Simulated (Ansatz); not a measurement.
# Molecular dynamics of F2H2Si

Input:

```yaml
crystal:
  periodic: [false, false, false]
  atoms:
    - { symbol: Si, position_ang: [-0.024702, 0.0, -0.017393] }
    - { symbol: F, position_ang: [-0.001456, 0.0, 1.609267] }
    - { symbol: F, position_ang: [1.516807, 0.0, -0.537309] }
    - { symbol: H, position_ang: [-0.683325, 1.256804, -0.483233] }
    - { symbol: H, position_ang: [-0.683325, -1.256804, -0.483233] }
basis:
  gaussian: { orbitals: def2-SVP }
hamiltonian:
  xc: pbe
md:
  timestep: 0.5
  n_steps: 500
  ensemble: nve
  temperature: 500.0
  initial_velocities: maxwell_boltzmann
  seed: 332692
```

Command:

```bash
$ ansatz run input.yaml --threads 1 --pin off --max-ram 2048MiB --backend cpu --events-out ev --progress --plain --runs-dir out
```

It starts from a relaxed structure.

Output, in part (step lines, the closing report, with atoms numbered from 0):

```
md step     0: t =     0.00 fs  T =   500.0 K  F+E_penalty+E_count = -13330.61953628 eV  E_kin = 0.193890 eV  conserved = -13330.42564628 eV  (24 SCF iters)
md step     1: t =     0.50 fs  T =   497.3 K  F+E_penalty+E_count = -13330.61850031 eV  E_kin = 0.192861 eV  conserved = -13330.42563951 eV  (26 SCF iters)
md step     2: t =     1.00 fs  T =   489.8 K  F+E_penalty+E_count = -13330.61555651 eV  E_kin = 0.189932 eV  conserved = -13330.42562404 eV  (26 SCF iters)
md step     3: t =     1.50 fs  T =   477.9 K  F+E_penalty+E_count = -13330.61094120 eV  E_kin = 0.185339 eV  conserved = -13330.42560258 eV  (26 SCF iters)
md step     4: t =     2.00 fs  T =   462.7 K  F+E_penalty+E_count = -13330.60498711 eV  E_kin = 0.179408 eV  conserved = -13330.42557881 eV  (26 SCF iters)
md step     5: t =     2.50 fs  T =   444.9 K  F+E_penalty+E_count = -13330.59807233 eV  E_kin = 0.172517 eV  conserved = -13330.42555497 eV  (26 SCF iters)
md step     6: t =     3.00 fs  T =   425.6 K  F+E_penalty+E_count = -13330.59057185 eV  E_kin = 0.165038 eV  conserved = -13330.42553435 eV  (27 SCF iters)
md step     7: t =     3.50 fs  T =   405.6 K  F+E_penalty+E_count = -13330.58281102 eV  E_kin = 0.157292 eV  conserved = -13330.42551894 eV  (27 SCF iters)
[... lines left out ...]
md step   497: t =   248.50 fs  T =    64.3 K  F+E_penalty+E_count = -13330.45038772 eV  E_kin = 0.024936 eV  conserved = -13330.42545137 eV  (27 SCF iters)
md step   498: t =   249.00 fs  T =    59.5 K  F+E_penalty+E_count = -13330.44850775 eV  E_kin = 0.023068 eV  conserved = -13330.42543951 eV  (20 SCF iters)
md step   499: t =   249.50 fs  T =    57.9 K  F+E_penalty+E_count = -13330.44788220 eV  E_kin = 0.022449 eV  conserved = -13330.42543369 eV  (20 SCF iters)
md step   500: t =   250.00 fs  T =    59.7 K  F+E_penalty+E_count = -13330.44860156 eV  E_kin = 0.023166 eV  conserved = -13330.42543511 eV  (22 SCF iters)
Total energy: -13330.44862675 eV, -489.8849513306 hartree
Atom 0 at    -0.060867    -0.006918    -0.059749 Å, force    -0.843718     0.786245     1.258254 eV/Å
Atom 1 at     0.089254     0.010347     1.564713 Å, force    -0.530896    -0.340924     0.201960 eV/Å
Atom 2 at     1.488308    -0.002849    -0.432329 Å, force     1.117521     0.127056    -1.064727 eV/Å
Atom 3 at    -0.828480     1.275634    -0.325295 Å, force     0.348768    -0.327391    -0.345006 eV/Å
Atom 4 at    -0.703057    -1.224202    -0.599921 Å, force    -0.091674    -0.244985    -0.050481 eV/Å
Dipole moment:    -0.274311    -0.030634    -0.274244 e Å
```

The steps, from the saved trajectory:

```tsv
time (fs)	T (K)	potential energy less start (eV)	conserved less start (meV/atom)
0.0	500	0.000	0.00
8.0	241	0.101	0.03
16.0	238	0.102	0.02
24.0	144	0.138	0.03
32.0	163	0.131	0.03
40.0	188	0.121	0.04
48.0	390	0.043	0.03
56.0	368	0.051	0.03
64.0	211	0.112	0.04
72.0	276	0.087	0.02
80.0	102	0.155	0.03
88.0	154	0.134	0.02
96.0	290	0.081	0.01
104.0	339	0.063	0.01
112.0	309	0.074	0.02
120.0	419	0.032	0.00
128.0	140	0.140	0.03
136.0	136	0.141	0.02
144.0	183	0.123	0.03
152.0	263	0.092	0.03
160.0	289	0.082	0.04
168.0	402	0.038	0.03
176.0	269	0.090	0.03
184.0	124	0.146	0.03
192.0	208	0.113	0.02
200.0	135	0.142	0.03
208.0	259	0.094	0.02
216.0	398	0.040	0.01
224.0	347	0.060	0.01
232.0	259	0.093	0.02
240.0	278	0.086	0.01
248.0	72	0.166	0.04
```

All steps were run. The conserved energy stayed within 0.044 meV per atom of its start (net change 0.042 meV per atom), so the integration is sound. The temperature averaged 0.48 of the 500 K drawn at the start: a run that starts near a minimum puts about half its kinetic energy into the potential. A run of 0.25 ps of so small a system gives no equilibrium averages.

The same pairs are bonded in the first frame and the last. Pairs count as bonded within 1.25 times the sum of covalent radii (0.12 Å more for H–H).

Last frame:

```xyz
5
Properties=species:S:1:pos:R:3
Si -0.061 -0.007 -0.060
F 0.089 0.010 1.565
F 1.488 -0.003 -0.432
H -0.829 1.276 -0.325
H -0.703 -1.224 -0.600
```

Run time: 8.4 min on 1 thread of Arm Neoverse V1, with other jobs on the host, peak memory 0.094 GiB.
